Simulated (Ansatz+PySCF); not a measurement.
Two shapes of doublet C2H4F.

Shape 1:

```xyz
7

C     0.1100    0.5134   -0.0944
C    -1.1948   -0.1748    0.0188
H     0.2953    1.5246    0.2521
H    -1.3506   -0.5722    0.9799
H    -2.0078    0.5238   -0.1911
H    -1.2598   -1.0072   -0.6891
F     1.2014   -0.2832    0.0244
```

Shape 2:

```xyz
7

C     0.1115    0.5172   -0.1035
C    -1.1933   -0.1711    0.0097
H     0.2968    1.5284    0.2430
H    -1.3595   -0.5948    1.0348
H    -2.0063    0.5276   -0.2003
H    -1.2584   -1.0034   -0.6983
F     1.2029   -0.2794    0.0152
```

Basis set: cc-pVTZ (spherical functions). Left uncorrelated: 3 orbitals. Correlation on ROHF uses semicanonical orbitals with singles. Charge 0, multiplicity 2.

Computed with Ansatz (development build ahead of 0.2.0) and PySCF 2.14.0; each method stands on the lowest determinant of its kind that the runs found.

(1) Which shape is lower in energy, and by how much in each method?

Results:

(1)

| method | E(2) − E(1) (eV) |
| --- | --- |
| ROHF | -0.006 |
| UHF | -0.007 |
| ROHF-MP2 | -0.020 |
| UHF-MP2 | -0.020 |

Shape 2 is lower.
